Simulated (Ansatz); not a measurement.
Input file:

```yaml
crystal:
  periodic: [false, false, false]
  atoms:
    - { symbol: Al, position_ang: [0.0, 0.0, 0.0] }
    - { symbol: C, position_ang: [0.0, 0.0, 2.32] }
    - { symbol: H, position_ang: [-0.9996, -0.3092, 2.6905] }
    - { symbol: H, position_ang: [0.7676, -0.7111, 2.6905] }
    - { symbol: H, position_ang: [0.232, 1.0203, 2.6905] }
    - { symbol: H, position_ang: [1.351, 0.0, -0.78] }
    - { symbol: H, position_ang: [-1.351, 0.0, -0.78] }
    - { symbol: P, position_ang: [-0.3304, -2.426, 0.8135] }
    - { symbol: H, position_ang: [-0.8976, -3.2031, -0.2309] }
    - { symbol: H, position_ang: [0.9248, -2.9767, 1.1843] }
    - { symbol: H, position_ang: [-0.178, -1.3067, 2.0368] }
basis:
  gaussian: { orbitals: def2-SVP }
hamiltonian:
  xc: pbe0
relax:
  f_tol: 0.15
  max_steps: 25
  restrain:
    - { distance: [0, 7], at: 3.48, k: 30.0 }
    - { distance: [10, 1], at: 2.31, k: 30.0 }
    - { distance: [0, 1], at: 1.97, k: 30.0 }
    - { distance: [10, 7], at: 1.42, k: 30.0 }
```

Command:

```bash
$ ansatz run input.yaml --threads 2 --pin off --max-ram 3072MiB --backend cpu --events-out ev --progress --plain --runs-dir out
```

Hardware: 2 threads of Arm Neoverse V2, on a shared host.

**Question.** Roughly how long does this run take, and how much memory?

**Answer.** 16 s, with a peak of 0.17 GiB, for 9 ionic steps.
